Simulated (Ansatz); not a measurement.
Density of states of KVF$_{3}$ (Pm-3m, a = 4.106 Å, b = 4.106 Å, c = 4.106 Å, α = 90.00°, β = 90.00°, γ = 90.00°), in states per eV and primitive cell, averaged over bins of 0.3 eV. The calculation used DFT PBEsol, scalar-relativistic, plane waves, PAW in Ansatz.

Cutoff 420 eV; k points 10×10×10 on the computed 5-atom cell (Γ-centred); Gaussian smearing, width 0.02 eV; collinear spin from starting moments 0 2.4 0 0 0 μB.

The cell is relaxed at this level. The states (both spins) are summed by tetrahedra on a 15×15×15 mesh at the self-consistent density. Energies are bin centres; the table starts no lower than −8 eV and ends at 6 eV, or lower where the solved bands end.

The gap is 0.58 eV at this level, with the zero inside it.

```csv
E − E_F (eV),total,V 3d up,F 2p up,F 2p down,V 3d down,K 4s up,K 4s down,V 4s up,V 4s down
-7.90,4.81,0.16,2.27,2.12,0.11,0.02,0.03,0.00,0.00
-7.60,5.73,0.10,2.61,2.79,0.10,0.02,0.02,0.00,0.00
-7.30,9.16,0.07,4.94,3.95,0.05,0.01,0.02,0.00,0.00
-7.00,9.53,0.02,3.94,5.45,0.03,0.00,0.01,0.00,0.00
-6.70,3.59,0.00,1.34,2.23,0.00,0.00,0.00,0.00,0.00
-6.40,0.00,0.00,0.00,0.00,0.00,0.00,0.00,0.00,0.00
-6.10,0.00,0.00,0.00,0.00,0.00,0.00,0.00,0.00,0.00
-5.80,0.00,0.00,0.00,0.00,0.00,0.00,0.00,0.00,0.00
-5.50,0.00,0.00,0.00,0.00,0.00,0.00,0.00,0.00,0.00
-5.20,0.00,0.00,0.00,0.00,0.00,0.00,0.00,0.00,0.00
-4.90,0.00,0.00,0.00,0.00,0.00,0.00,0.00,0.00,0.00
-4.60,0.00,0.00,0.00,0.00,0.00,0.00,0.00,0.00,0.00
-4.30,0.00,0.00,0.00,0.00,0.00,0.00,0.00,0.00,0.00
-4.00,0.00,0.00,0.00,0.00,0.00,0.00,0.00,0.00,0.00
-3.70,0.00,0.00,0.00,0.00,0.00,0.00,0.00,0.00,0.00
-3.40,0.00,0.00,0.00,0.00,0.00,0.00,0.00,0.00,0.00
-3.10,0.00,0.00,0.00,0.00,0.00,0.00,0.00,0.00,0.00
-2.80,0.00,0.00,0.00,0.00,0.00,0.00,0.00,0.00,0.00
-2.50,0.00,0.00,0.00,0.00,0.00,0.00,0.00,0.00,0.00
-2.20,0.00,0.00,0.00,0.00,0.00,0.00,0.00,0.00,0.00
-1.90,0.00,0.00,0.00,0.00,0.00,0.00,0.00,0.00,0.00
-1.60,0.24,0.23,0.00,0.00,0.00,0.00,0.00,0.00,0.00
-1.30,1.67,1.61,0.05,0.00,0.00,0.00,0.00,0.00,0.00
-1.00,2.69,2.51,0.17,0.00,0.00,0.00,0.00,0.00,0.00
-0.70,3.76,3.41,0.33,0.00,0.00,0.01,0.00,0.00,0.00
-0.40,1.64,1.45,0.18,0.00,0.00,0.00,0.00,0.00,0.00
-0.10,0.00,0.00,0.00,0.00,0.00,0.00,0.00,0.00,0.00
0.20,0.06,0.06,0.00,0.00,0.00,0.00,0.00,0.00,0.00
0.50,1.30,1.14,0.03,0.00,0.00,0.03,0.00,0.02,0.00
0.80,1.34,1.08,0.06,0.00,0.00,0.05,0.02,0.04,0.00
1.10,1.16,0.77,0.07,0.00,0.07,0.06,0.04,0.05,0.01
1.40,2.53,0.72,0.10,0.02,1.36,0.06,0.07,0.05,0.02
1.70,3.65,0.63,0.11,0.09,2.41,0.08,0.09,0.05,0.03
2.00,6.37,0.58,0.13,0.24,4.85,0.10,0.11,0.04,0.06
2.30,4.30,0.56,0.15,0.21,2.86,0.12,0.11,0.04,0.07
2.60,1.76,0.09,0.04,0.10,0.99,0.16,0.13,0.04,0.08
2.90,1.54,0.01,0.03,0.10,0.73,0.22,0.17,0.05,0.07
3.20,1.63,0.01,0.03,0.12,0.66,0.25,0.27,0.07,0.05
3.50,1.70,0.01,0.03,0.13,0.59,0.24,0.27,0.09,0.05
3.80,2.31,0.01,0.04,0.09,0.36,0.20,0.26,0.19,0.05
4.10,3.39,0.05,0.09,0.04,0.05,0.17,0.25,0.48,0.11
4.40,4.48,0.02,0.06,0.07,0.10,0.27,0.11,0.26,0.28
4.70,3.87,0.01,0.01,0.09,0.13,0.05,0.19,0.01,0.40
5.00,1.48,0.00,0.01,0.01,0.02,0.01,0.02,0.00,0.01
5.30,1.86,0.00,0.01,0.01,0.01,0.03,0.02,0.00,0.00
5.60,2.92,0.00,0.02,0.02,0.01,0.04,0.05,0.02,0.01
```

The columns after the total are the main Löwdin projections on the occupied valence shells of the potentials; 6 others are left out. The rest of the total lies in those, in shells that are empty in the free atom, which aren't projected, and between the atoms.

The cell holds one magnetic atom, so it can only be ferromagnetic; an antiferromagnetic order may lie lower.

Only this magnetic start was tried.

Symmetry holds off the tilts and polar distortions that many cubic perovskites undergo.

Cost: 1 run of about 1 core-minutes, on Arm Neoverse V2 (shared hosts).